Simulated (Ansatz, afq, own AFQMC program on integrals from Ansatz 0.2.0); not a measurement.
AFQMC on a folder of integrals that Ansatz 0.2.0 wrote.

```yaml
crystal:
  periodic: [false, false, false]
  atoms:
    - {symbol: Al, position_ang: [0.000000, 0.016173, 0.919434]}
    - {symbol: C, position_ang: [0.000000, 0.565027, -0.875065]}
    - {symbol: B, position_ang: [0.000000, -0.810360, -1.194541]}
    - {symbol: H, position_ang: [0.000000, 1.525932, -1.372524]}
basis:
  gaussian: {orbitals: cc-pVDZ}
magnetization: {spin_polarized: false, initial_magnetization: 1}
correlation: {method: ccsd_t, electrons: outside_noble_gas, hamiltonian_folder: ham}
```

```sh
$ ansatz run in.yaml --threads 1 --pin off --events-out ev --progress --plain --max-ram 1843MiB
```

Options of the walk:

```
--method free --trial cisd --walkers 60 --time-step 0.03 --max-blocks 80 --target-error 0.0004 --factor-cut 1e-05 --seed 2942 --times 0,0.21,0.42,0.81,1.2,1.8,2.4,3 --taylor-order 8
```

Times are imaginary, in 1/Eh. The walk had a cap of 2099 s.

Log:

```
orbitals 44  electrons 6 5  factors 357 of 491
reference energy -304.88916479 Eh
CCSD correlation -0.28843404 Eh in 17 cycles, weight of the determinant in the CISD state 0.8020
repeat  energy at the last time / Eh  error
    10  -305.193430  0.002073
    20  -305.192111  0.001398
    30  -305.193483  0.001148
    40  -305.194833  0.001175
    50  -305.195922  0.001092
    60  -305.196079  0.000971
    70  -305.196289  0.000930
    80  -305.195742  0.000881
time / (1/Eh)  energy / Eh  error  mean overlap
  0.00  -305.178287  0.000464  1.2474
  0.21  -305.184732  0.000383  1.2477
  0.42  -305.188273  0.000381  1.2557
  0.81  -305.192342  0.000483  1.2548
  1.20  -305.193511  0.000601  1.2722
  1.80  -305.194556  0.000760  1.2966
  2.40  -305.195656  0.000841  1.3339
  3.00  -305.195742  0.000881  1.3823
energy -305.195742 +/- 0.000881 Eh
```

The run passed its tests (error under three times the target), which doesn't prove that it has relaxed.

Against this walk (error 24.0 meV) on the same determinant: CCSD(T) 0.0 meV higher (within the noise), CCSDT(Q) 75.7 meV lower. The error is statistical, and a free projection of finite length keeps a remainder of its start. None of these is a sure reference here.

Cautions: remainder of the start not in the error; error above the target (24.0 against 10.9 meV); a spin-contaminated unrestricted determinant lies lower (UHF 610 meV lower, ⟨S²⟩ 1.24); the search met a lower determinant of the same kind, perhaps of another symmetry (244 meV lower), and this one is a saddle point; raised T1 diagnostic (T1 0.043, weight of the determinant 0.80, largest double 0.09); (T) is large, 6 % of the CCSD correlation; the CCSD(T) amplitudes may be one of several solutions (largest double 0.09); the CCSDT(Q) amplitudes may be one of several solutions (largest double 0.11).

The walk took 5.5 min on 1 thread of Arm Neoverse V2 (shared host). The log's last line is the free-projection energy.

CCSDT and higher add their correlation energy to the determinant of the CCSD(T) run, since their own runs factorise the integrals more tightly (a shift of under 2 meV). A walk keeps the symmetry of its determinant, which the program's search chose and which needn't be the lowest solution, so a lower state of the same spin and another symmetry isn't excluded.
